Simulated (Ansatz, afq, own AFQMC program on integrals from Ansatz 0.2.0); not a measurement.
**AlH₃ (singlet): quantum Monte Carlo beside coupled cluster at distance Al1–H3 = 1.274 Å, cc-pVDZ**

An exercise on one series of results from a longer session: the logs are not shown, and one member is left open.

The runs use Ansatz 0.2.0, Gaussian basis, and an in-house AFQMC program (afq) on its integrals; all values are calculated; cc-pVDZ, frozen cores.

Plan: Full CI; PBE (unrestricted); r2SCAN (unrestricted); CCSD(T) on RHF; PBE0 (unrestricted); B3LYP (unrestricted); Full CI; wB97M-V (unrestricted); B2PLYP (unrestricted); CCSDT(Q) on RHF; CCSDTQ on RHF; Phaseless AFQMC, CISD trial on RHF; Phaseless AFQMC, CISD trial on RHF; Free-projection AFQMC, CISD trial on RHF; UHF.

7 further runs of the same task are left out: 7 that didn't finish.

## What is computed

The geometry derives from a PBE0/def2-TZVP stationary point (not a proven minimum). One bond is set to the value named and the two fragments are kept rigid.

4 atoms, charge 0, spin multiplicity 1.

Atoms are counted from 1 here; the program's logs count them from 0.

Bond lengths: Al1–H2 1.586 Å, Al1–H3 1.274 Å, Al1–H4 1.586 Å. Angles: H2–Al1–H3 120.0°, H2–Al1–H4 120.0°, H3–Al1–H4 120.0°.

Set-up of the first run:

Input file in.yaml:

```yaml
crystal:
  periodic: [false, false, false]
  atoms:
    - {symbol: Al, position_ang: [-0.005324, 0.009022, -0.000018]}
    - {symbol: H, position_ang: [1.580452, 0.024073, -0.000101]}
    - {symbol: H, position_ang: [-0.652766, 1.106241, -0.002260]}
    - {symbol: H, position_ang: [-0.785177, -1.371823, 0.002855]}
basis:
  gaussian: {orbitals: cc-pVDZ}
correlation: {method: fci, electrons: outside_noble_gas}
```

Launch:

```sh
ansatz run in.yaml --threads 1 --pin off --events-out ev --progress --plain --max-ram 16896MiB --backend cuda --devices 0, --max-vram 18GiB
```

Steps of the session up to this table: Full CI; PBE (unrestricted); r2SCAN (unrestricted); CCSD(T) on RHF; PBE0 (unrestricted); B3LYP (unrestricted); wB97M-V (unrestricted); B2PLYP (unrestricted); CCSDT(Q) on RHF; CCSDTQ on RHF; Phaseless AFQMC, CISD trial on RHF; Phaseless AFQMC, CISD trial on RHF (settings varied); Free-projection AFQMC, CISD trial on RHF (settings varied); UHF.

One table of the session follows, with a row left open; its other results are not shown here.

On the RHF determinant, counted from full CI (exact for this spin and basis):

```
                                                level  from full CI (meV)
                                                   HF                   ?
                                                  MP2              +698.2
                                                 CCSD               +37.3
                                              CCSD(T)                +9.9
                                             CCSDT(Q)                +0.2
                                               CCSDTQ                 0.0
                                              full CI                 0.0
Phaseless AFQMC, CISD trial, step 0.005, 4000 walkers                +0.9
 Phaseless AFQMC, CISD trial, step 0.005, 160 walkers                +4.3
```

**Question.** Estimate the row for HF.

**Answer.** from full CI (meV): +2808.2. In the column «from full CI (meV)» it is the highest.

To keep in mind: On RHF the phaseless walk with the CISD trial lies +0.9 meV from full CI, within three error bars.
